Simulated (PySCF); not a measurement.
# BCl2: script and output

File input.py (PySCF 2.14):

```python
from pyscf import gto, scf

mol = gto.M(
    atom='B 0 0 -0.681; Cl 1.5287 0 0.1072; Cl -1.5287 0 0.1072',
    basis='cc-pvdz',
    charge=0,
    spin=1,
    symmetry=True,
    verbose=3,
)
mf = scf.UHF(mol)
mf.kernel()
mf.dip_moment()
print('orbital energies (hartree):', [e[max(0, n-3):n+3].round(4) for e, n in zip(mf.mo_energy, mol.nelec)])
```

```bash
$ OMP_NUM_THREADS=1 python input.py
```

Output:

```
converged SCF energy = -943.713909104377  <S^2> = 0.75471443  2S+1 = 2.0047089
Dipole moment(X, Y, Z, Debye): -0.00000,  0.00000, -0.07023
orbital energies (hartree): [array([-0.4802, -0.4771, -0.3626,  0.066 ,  0.2342,  0.2473]), array([-0.5189, -0.4826, -0.4683,  0.0825,  0.1047,  0.241 ])]
```

In short: E(SCF) = -943.713909 Eh, ⟨S²⟩ = 0.755, μ(SCF) = 0.07 D.

Run time: 1.6 s on 1 thread of Arm Neoverse N1 (shared host).

No search for the lowest solution was made.
